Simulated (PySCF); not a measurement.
Static response to an electric field

Species: 2,2,2-trifluoroethanol, C₂H₃F₃O.
SMILES with atom numbers: `[OH:1][CH2:2][C:3]([F:4])([F:5])[F:6]` (hydrogens: H7 on O1; H8, H9 on C2)

Geometry (GFN2-xTB, Å), atoms numbered from 1 in this order:
```
atom  x, y, z in Å
O1    -1.5833   -0.2638    0.1905
C2    -0.4200    0.4818    0.3528
C3     0.8178   -0.2773   -0.1341
F4     0.6851   -0.6313   -1.4256
F5     1.9215    0.4775   -0.0493
F6     1.0511   -1.3982    0.5506
H7    -1.7031   -0.4957   -0.7397
H8    -0.3067    0.6761    1.4221
H9    -0.4489    1.4368   -0.1926
```

Level: CAM-B3LYP/def2-SVPD (PySCF), static field, nuclei fixed, core orbitals frozen in the response. The polarisability tensor in these axes (au):

```
x   35.61  0.76  0.31
y    0.76 33.08  0.64
z    0.31  0.64 32.77
```

Give the principal values, the mean and the anisotropy Δα = √{½[(α1 − α2)² + (α2 − α3)² + (α1 − α3)²]}.

Principal values 32.25, 33.32 and 35.90 au; mean 33.82 au = 5.01 Å³ = 5.58 × 10⁻⁴⁰ C²·m²/J; Δα = 3.25 au (10 % of the mean).

What is the dipole moment, and where does it point?

(-0.89, 1.41, -0.48) D, 1.73 D in size, pointing from the negative to the positive side. Measured along this direction, the outermost atoms are F6 at the negative end and H9 at the positive end.

Orientational against electronic polarisability at 273 K (dilute gas, rigid molecules)?

In Gaussian units μ²/3kT = 26.53 Å³ against 5.01 Å³, a ratio of 5.29; the Debye molar polarisation (4π/3)N_A(α + μ²/3kT) is 79.6 cm³/mol, leaving out the vibrational part.

Molar refractivity from α?

Lorentz–Lorenz: R = (4π/3)N_A α = 2.5225 cm³/(mol·Å³) × 5.01 Å³ = 12.6 cm³/mol, in the limit of long wavelengths.

What depolarisation ratio follows for Rayleigh scattering of linearly polarised light, taking the static tensor?

ρ = 3Δα²/(45ᾱ² + 4Δα²) = 31.8/(51473 + 42.3) = 0.000617.

Refractivity n − 1 of an ideal gas of it at 400 K and 1 atm, from the electronic α?

N = p/kT = 1.8347 × 10¹⁹ cm⁻³, so n − 1 = 2π × N × 5.01 × 10⁻²⁴ cm³ = 578 × 10⁻⁶ at long wavelengths.

Isolated species at its GFN2-xTB geometry (one conformer only).
